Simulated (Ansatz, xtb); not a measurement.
Breaking the C2–H7 bond in ethylamine (SMILES CCN) (multiplicity 1 held, fragments rigid). Energies count from the point at 1.100 Å.
Geometry at that point (charge 0, multiplicity 1):
```xyz
10

C      1.186     0.443     0.024
C      0.045    -0.554    -0.109
N     -1.246     0.131    -0.002
H      2.153    -0.052    -0.090
H      1.100     1.225    -0.732
H      1.172     0.922     1.007
H      0.177    -1.356     0.632
H      0.087    -1.026    -1.094
H     -2.012    -0.524    -0.104
H     -1.343     0.560     0.911
```

R- and RO- levels are restricted; in cc, def2 and unpolarised 6-31G sets they are followed outwards from rest. Unrestricted levels (U-) break spin symmetry where that is lower. Levels need not reach the same state.

Correlated levels freeze the cores.

Run with Ansatz (a quantum-chemistry and plane-wave program); xtb for the GFN methods.  The GFN methods have no spin term and hold the electronic entropy of 300 K.

One of these levels gives 4.787 eV for the energy at R = 3.521 Å. Which one is it?
A) GFN2-xTB
B) R-SCS-MP2/cc-pVDZ
C) U-MP2/cc-pVDZ

A, GFN2-xTB. The others give 4.273 (U-MP2/cc-pVDZ), 5.583 (R-SCS-MP2/cc-pVDZ)

Doubts at one or more of the structures used: a spin-contaminated determinant (U-MP2/cc-pVDZ); a restricted determinant that unrestricted orbitals would lower (R-SCS-MP2/cc-pVDZ).
